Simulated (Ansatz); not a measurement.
# SiH₃ClO (built from SMILES O.[SiH]Cl): one structure at several levels

Aim: energy, forces and dipole at a displaced guess of a reacting structure, from CCSD(T) and from density functionals.

Method: single points in def2-TZVPP; program: Ansatz 0.2.0, Gaussian basis.

Correlated methods freeze the cores. B3LYP uses VWN-RPA correlation.

**1. The starting structure**

6 atoms, charge 0, spin multiplicity 1.

Atoms are counted from 1 here; the program's logs count them from 0.

Bond lengths: Si1–Cl2 2.005 Å, Si1–H3 1.577 Å, Si1–H5 1.463 Å, O4–H6 1.030 Å. Angles: Cl2–Si1–H3 115.2°, Cl2–Si1–H5 101.3°, H3–Si1–H5 125.7°.

Geometry (Å):

```xyz
6

Si   -0.4578    0.6077    0.5845
Cl    0.3794    2.0187   -0.5688
H     0.4641   -0.6296    0.9092
O     0.3487   -1.2889   -0.1707
H    -1.8068    0.5428    0.0232
H     1.1680   -1.1982   -0.7880
```

**2. CCSD(T)/def2-TZVPP**

Input file run/in.yaml:

```yaml
crystal:
  periodic: [false, false, false]
  atoms:
    - {symbol: Si, position_ang: [-0.457800, 0.607700, 0.584500]}
    - {symbol: Cl, position_ang: [0.379400, 2.018700, -0.568800]}
    - {symbol: H, position_ang: [0.464100, -0.629600, 0.909200]}
    - {symbol: O, position_ang: [0.348700, -1.288900, -0.170700]}
    - {symbol: H, position_ang: [-1.806800, 0.542800, 0.023200]}
    - {symbol: H, position_ang: [1.168000, -1.198200, -0.788000]}
basis:
  gaussian: {orbitals: def2-TZVPP}
correlation: {method: ccsd_t}
output: {forces: true}
```

The command line of these runs was not kept.

**3. PBE0-D4/def2-TZVPP**

Changes to run/in.yaml since step 2:

```diff
@@ -11,3 +11,3 @@
   gaussian: {orbitals: def2-TZVPP}
-correlation: {method: ccsd_t}
-output: {forces: true}
+hamiltonian: {xc: pbe0, dispersion: d4}
+output: {forces: true, orbitals: {seedname: orbitals}}
```

**4. wB97M-V/def2-TZVPP**

Changes to run/in.yaml since step 3:

```diff
@@ -11,3 +11,3 @@
   gaussian: {orbitals: def2-TZVPP}
-hamiltonian: {xc: pbe0, dispersion: d4}
-output: {forces: true, orbitals: {seedname: orbitals}}
+hamiltonian: {xc: {name: wB97M-V}}
+output: {forces: true}
```

**5. r2SCAN-D4/def2-TZVPP**

Changes to run/in.yaml since step 4:

```diff
@@ -11,3 +11,3 @@
   gaussian: {orbitals: def2-TZVPP}
-hamiltonian: {xc: {name: wB97M-V}}
+hamiltonian: {xc: r2scan, dispersion: d4}
 output: {forces: true}
```

**6. PBE-D4/def2-TZVPP**

Changes to run/in.yaml since step 5:

```diff
@@ -11,3 +11,3 @@
   gaussian: {orbitals: def2-TZVPP}
-hamiltonian: {xc: r2scan, dispersion: d4}
+hamiltonian: {xc: pbe, dispersion: d4}
 output: {forces: true}
```

**7. LC-wPBE/def2-TZVPP**

Changes to run/in.yaml since step 6:

```diff
@@ -11,3 +11,3 @@
   gaussian: {orbitals: def2-TZVPP}
-hamiltonian: {xc: pbe, dispersion: d4}
+hamiltonian: {xc: {name: LC-wPBE}}
 output: {forces: true}
```

**8. B3LYP-D4/def2-TZVPP**

Changes to run/in.yaml since step 7:

```diff
@@ -11,3 +11,3 @@
   gaussian: {orbitals: def2-TZVPP}
-hamiltonian: {xc: {name: LC-wPBE}}
+hamiltonian: {xc: {name: B3LYP}, dispersion: d4}
 output: {forces: true}
```

(Steps that only read results are left out.)

**Question.** What will these runs give? Wanted: energy less free atoms, CCSD(T)/def2-TZVPP; RMS force component; RMS force error; HOMO and LUMO, PBE0-D4; T1 diagnostic.

As calculated:

```
                                  quantity                                                                                            value
energy less free atoms, CCSD(T)/def2-TZVPP                                                                                  -375.5 kcal/mol
                       RMS force component                                                             0.829 to 1.019 eV/Å over the methods
                           RMS force error  PBE0-D4 0.098, wB97M-V 0.138, r2SCAN-D4 0.102, PBE-D4 0.214, LC-wPBE 0.213, B3LYP-D4 0.072 eV/Å
                    HOMO and LUMO, PBE0-D4                                                                               -6.76 and -1.92 eV
                             T1 diagnostic                                                                                            0.016
```

What this shows: Against CCSD(T) the functionals' energies less atoms differ by -26.7 to -2.9 kcal/mol, PBE-D4 by -26.7 kcal/mol. The reference is not at the basis limit: in triple zeta CCSD(T) underbinds, which counts against methods that bind more; the gaps are no ranking. The forces of B3LYP-D4 come nearest to CCSD(T), those of PBE-D4 are farthest. The restricted Hartree–Fock reference is unstable towards an unrestricted one at one or more of these structures.
